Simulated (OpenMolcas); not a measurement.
## Worked example: vertical ionisation energy of HNO3 (peroxynitrous acid)

HNO3: 5 atoms, total charge 0, spin state singlet. As SMILES, `O=NOO`. The shape is that of a PBE0-D4/def2-TZVP optimisation. This is one conformer, not always the lowest.

```tsv
atom	x (Å)	y (Å)	z (Å)
O	0.1363	-0.8353	0.9791
N	-0.8718	-0.6283	0.4008
O	-0.7751	0.2885	-0.5890
O	0.5086	0.8269	-0.7476
H	1.0019	0.3482	-0.0433
```

Both states at this one shape; open shells run unrestricted unless said. 1 Eh = 27.2114 eV.

```
          level     program  singlet HNO3 (Eh)  doublet [HNO3]+ (Eh)  HOMO of the first (eV)
SVWN5/6-311+G**  OpenMolcas        -278.931446           -278.490146                   -7.88
  PBE/6-311+G**  OpenMolcas        -280.666971           -280.237107                   -7.62
M06-L/6-311+G**  OpenMolcas        -280.896640           -280.461740                   -7.84
 PBE0/6-311+G**  OpenMolcas        -280.628833           -280.188783                   -9.23
```

Problem. Work out the vertical ionisation energy at each level.

Solution. 
1. SVWN5/6-311+G**: -278.490146 − (-278.931446) = 0.441300 Eh = 12.01 eV; −ε(HOMO) = 7.88 eV.
2. PBE/6-311+G**: -280.237107 − (-280.666971) = 0.429864 Eh = 11.70 eV; −ε(HOMO) = 7.62 eV.
3. M06-L/6-311+G**: -280.461740 − (-280.896640) = 0.434900 Eh = 11.83 eV; −ε(HOMO) = 7.84 eV.
4. PBE0/6-311+G**: -280.188783 − (-280.628833) = 0.440050 Eh = 11.97 eV; −ε(HOMO) = 9.23 eV.

No measured value is set beside it here; the levels span 11.70 to 12.01 eV. In semi-local functionals −ε(HOMO) lies far under the ionisation energy, a result of self-interaction, while the difference of totals does much better.
